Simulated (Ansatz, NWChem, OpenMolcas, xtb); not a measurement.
# Ligand exchange: C2HF + BH2(NH2) → C2H3N + BH2F

Gas-phase species: C2HF (fluoroacetylene) `C#CF`, singlet; BH2(NH2), singlet; C2H3N `C#CN`, singlet; BH2F `BF`, singlet. The partners trade F for NH2: C–F and B–NH2 bonds give way to C–NH2 and B–F.

Shapes, held fixed at every level: PBE0-D4/def2-TZVP. Programs: Ansatz 0.2.0, NWChem 7.3.0, OpenMolcas 26.06, xtb 6.7.1. A level may come from different programs for different species; with the same settings they agree closely. The zero-point and thermal change to 298 K, harmonic and unscaled (PBE0-D4/def2-TZVP), is -3.4 kJ/mol.

```
               level                    kind  ΔH(298 K) (kJ/mol)  less CCSD(T)/CBS estimate
            GFN1-xTB          semi-empirical               -29.1                      +54.2
       HF/def2-TZVPP            Hartree–Fock               -96.5                      -13.2
    SPW92/def2-TZVPP                     LDA               -68.3                      +15.0
       PBE0/def2-SVP           global hybrid               -76.0                       +7.3
  PBE0-D4/def2-TZVPP           global hybrid               -78.8                       +4.5
  wB97X-V/def2-TZVPP  range-separated hybrid               -80.3                       +3.0
   B2PLYP/def2-TZVPP           double hybrid               -83.4                       -0.1
CCSD(T)/CBS estimate   coupled cluster or CI               -83.3                        0.0
```

The highest level, CCSD(T)/CBS estimate, gives ΔH(298 K) = -83.3 kJ/mol; the levels span -96.5 to -29.1. The column of differences is taken from that level and isn't an error. No measured value is set beside it here. The CBS estimate extrapolates MP2 from def2-TZVPP and def2-QZVPP and adds CCSD(T) − MP2 in the triple-zeta set, cores frozen.
